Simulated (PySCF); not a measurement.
Mapped SMILES: `[CH2:1]=[CH:2][CH2:3][CH2:4][CH3:5]` (H(Xn): hydrogen on atom n). Ha(C1) is cis to C3; Hb(C1) is trans to C3.

GIAO PBE0/pcSseg-1 shifts (PySCF 2.14.0 with density-fitted response routines, gas phase, non-relativistic, equivalent atoms averaged), each against references optimised in the same way as the molecule (TMS).

On the GFN2-xTB geometry: C2 148.9, C1 120.2, C3 43.8, C4 29.0, C5 17.3, H(C2) 6.20, Ha(C1) 5.37, Hb(C1) 5.20, H(C3) 2.02, H(C4) 1.36, H(C5) 1.07 ppm.

Q: What changes on the PBE0-D3(BJ)/def2-SVP geometry?

A: 
```tsv
atoms	δ (ppm)	change
C2	148.9	+0.0
C1	121.9	+1.7
C3	41.6	-2.2
C4	27.1	-1.9
C5	16.6	-0.7
H(C2)	6.03	-0.17
Ha(C1)	5.34	-0.03
Hb(C1)	5.21	+0.01
H(C3)	1.88	-0.14
H(C4)	1.22	-0.14
H(C5)	1.01	-0.06
```

Bonds between heavy atoms that differ most (equivalent bonds averaged): C1–C2 1.319 → 1.334 Å, C3–C4 1.532 → 1.529 Å, C4–C5 1.523 → 1.520 Å. Mean change of bonds to hydrogen: C–H +0.014 Å.
